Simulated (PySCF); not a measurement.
# Neon: a sound run and one with changed settings

Sound run: Ne [Ne], Ne⁺ [He] 2s2 2p5. Computed with PySCF 2.14 in x2c-SVPall (3s2p1d, 14 functions), with the spin-free X2C one-electron Hamiltonian (Gaussian nucleus). In the sound run the correlated levels freeze 1s2. The sound run starts from symmetry-adapted Hartree-Fock orbitals and uses a fine grid where one is needed.

Changed run: all electrons correlated in a basis built for the valence shell.

```json
{"species": "Ne", "method": "MP2", "sound run (hartree)": "-128.69586", "changed run (hartree)": "-128.69774", "converged": "yes"}
{"species": "Ne", "method": "CCSD(T)", "sound run (hartree)": "-128.70060", "changed run (hartree)": "-128.70228", "converged": "yes"}
{"species": "Ne⁺", "method": "MP2", "sound run (hartree)": "-127.91498", "changed run (hartree)": "-127.91671", "converged": "yes"}
{"species": "Ne⁺", "method": "CCSD(T)", "sound run (hartree)": "-127.92667", "changed run (hartree)": "-127.92824", "converged": "yes"}
```

Ionisation energy of Ne:

```
 method  sound run (eV)  changed run (eV)
    UHF          19.790            19.790
    MP2          21.249            21.253
SCS-MP2          21.121            21.123
   CCSD          21.060            21.063
CCSD(T)          21.060            21.063
```

A valence basis has no tight correlating functions, so it recovers only part of the core correlation, and not evenly between atom and ion.

For comparison, NIST gives 21.565 eV between the lowest levels.
